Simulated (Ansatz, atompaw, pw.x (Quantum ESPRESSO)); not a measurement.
**Equation-of-state test of one PAW (atompaw) potential (Bi (Z = 83))**

- Element: Bi
- Generator: atompaw 4.2.0.5
- Type: PAW
- Functional: PBEsol
- Relativity: scalar-relativistic
- Frozen core: [Kr] 4d10 4f14
- Valence charge: 23
- Reference configuration: 5s2 5p6 5d10 6s2 6p3
- Partial waves: 5s (bound): rc 1.50 bohr; 6s (bound): rc 1.80 bohr; 5p (bound): rc 1.20 bohr; 6p (bound): rc 1.80 bohr; 5d (bound): rc 1.80 bohr; 5d channel at -1.3 Ry: rc 1.75 bohr
- Local potential: ultrasoft scheme with l = 3 at 0.5 Ry, radius 1.40 bohr
- Core correction: smooth core density matched at 1.70 bohr
- Augmentation charge: sinc compensation charge, radius 1.30 bohr; PAW radius 1.80 bohr; waves and projectors: custom rrkj gramschmidtortho

Crystal test: fcc Bi in pw.x 7.5, no spin, 12³ k-points, Fermi–Dirac smearing 0.01 Ry, cutoffs 135/900 Ry. The reference is all-electron LAPW (Ansatz 0.2.0) with the same functional, mesh and smearing; V0 and B0 come from Birch–Murnaghan fits to the pressures at five volumes. Errors are pseudo minus all-electron; Δ is the rms difference of the E(V) curves that follow from these fits, minima aligned, over ±6 % about the mean V0. Mesh and smearing are coarse, so the numbers serve the comparison and aren't converged zero-temperature values; the lattice is a test structure that the element need not adopt.

```tsv
V (Å³/atom)	P all-electron (GPa)	P pseudo (GPa)
28.693	3.39	3.06
29.448	1.55	1.25
30.203	-0.04	-0.33
30.958	-1.42	-1.69
31.713	-2.61	-2.86
```

All-electron: a0 = 4.942 Å (V0 = 30.18 Å³/atom), B0 = 59.4 GPa.

Pseudopotential: mean pressure error (GPa): -0.29; a0 (Å): 4.934; a0 error (%): -0.16; B0 error (%): +1.1; Δ (meV/atom): 1.9.

Problem. At the middle volume, how do free energy and pressure move when the wave cutoff is lowered (ecutrho held at 900 Ry)?

Solution.

```json
{"cutoff (Ry)": "61", "shift of F (meV/atom)": "+85.5", "shift of P (GPa)": "-0.94"}
{"cutoff (Ry)": "81", "shift of F (meV/atom)": "+51.7", "shift of P (GPa)": "-0.72"}
{"cutoff (Ry)": "108", "shift of F (meV/atom)": "+4.3", "shift of P (GPa)": "-0.18"}
```

Input at the middle volume:

```
&control
  calculation='scf', prefix='x', pseudo_dir='./', outdir='./tmp', tstress=.true., disk_io='none'
/
&system
  ibrav=0, nat=1, ntyp=1, ecutwfc=135, ecutrho=900, nbnd=20,
  occupations='smearing', smearing='fd', degauss=0.01
/
&electrons
  conv_thr=1e-09, mixing_beta=0.4, electron_maxstep=70
/
ATOMIC_SPECIES
Bi 1.0 Bi.UPF
CELL_PARAMETERS angstrom
  0.00000000 2.47176225 2.47176225
  2.47176225 0.00000000 2.47176225
  2.47176225 2.47176225 0.00000000
ATOMIC_POSITIONS crystal
Bi 0.0000 0.0000 0.0000
K_POINTS automatic
12 12 12 0 0 0
```

```bash
pw.x < Bi.scf.in > Bi.scf.out
```

Lines of the output:

```
Message from routine setup:
     using ibrav=0 with symmetry is DISCOURAGED, use correct ibrav instead
     lattice parameter (alat)  =       6.6057  a.u.
     unit-cell volume          =     203.8199 (a.u.)^3
     number of electrons       =        23.00
     number of Kohn-Sham states=           20
     kinetic-energy cutoff     =     135.0000  Ry
     charge density cutoff     =     900.0000  Ry
     scf convergence threshold =      1.0E-09
     Exchange-correlation= SLA PW PSX PSC
     number of k points=    72  Fermi-Dirac smearing, width (Ry)=  0.0100
     iteration #  1     ecut=   135.00 Ry     beta= 0.40
     c_bands:  1 eigenvalues not converged
     c_bands:  2 eigenvalues not converged
     c_bands:  3 eigenvalues not converged
     c_bands:  1 eigenvalues not converged
     c_bands:  2 eigenvalues not converged
     c_bands:  1 eigenvalues not converged
     c_bands:  1 eigenvalues not converged
     c_bands:  1 eigenvalues not converged
     [... 4 repeated lines left out ...]
     total energy              =   -1162.49629127 Ry
     estimated scf accuracy    <       0.00247568 Ry
     iteration #  2     ecut=   135.00 Ry     beta= 0.40
     [... 1 repeated lines left out ...]
     total energy              =   -1162.49643789 Ry
     estimated scf accuracy    <       0.00042556 Ry
     iteration #  3     ecut=   135.00 Ry     beta= 0.40
     [... 3 repeated lines left out ...]
     total energy              =   -1162.49651372 Ry
     estimated scf accuracy    <       0.00005664 Ry
     iteration #  4     ecut=   135.00 Ry     beta= 0.40
     total energy              =   -1162.49653652 Ry
     estimated scf accuracy    <       0.00000795 Ry
     iteration #  5     ecut=   135.00 Ry     beta= 0.40
     total energy              =   -1162.49654634 Ry
     estimated scf accuracy    <       0.00000082 Ry
     iteration #  6     ecut=   135.00 Ry     beta= 0.40
     total energy              =   -1162.49654839 Ry
     estimated scf accuracy    <       0.00000032 Ry
     iteration #  7     ecut=   135.00 Ry     beta= 0.40
     total energy              =   -1162.49655008 Ry
     estimated scf accuracy    <       0.00000007 Ry
     iteration #  8     ecut=   135.00 Ry     beta= 0.40
     total energy              =   -1162.49655045 Ry
     estimated scf accuracy    <          8.9E-09 Ry
     iteration #  9     ecut=   135.00 Ry     beta= 0.40
     [... 1 repeated lines left out ...]
     the Fermi energy is    14.0712 ev
!    total energy              =   -1162.49655056 Ry
     estimated scf accuracy    <          1.3E-10 Ry
     smearing contrib. (-TS)   =      -0.00300140 Ry
     convergence has been achieved in   9 iterations
          total   stress  (Ry/bohr**3)                   (kbar)     P=       -3.27
     Message from routine punch:
     Nothing written, as per user request (disk_io='none')
```

The run at the middle volume (72 k-points, 9 iterations) took about 2.2 min on one core of a shared host (AMD EPYC 7R43 64-Core Processor, 256 threads, 1004 GiB, load 174).
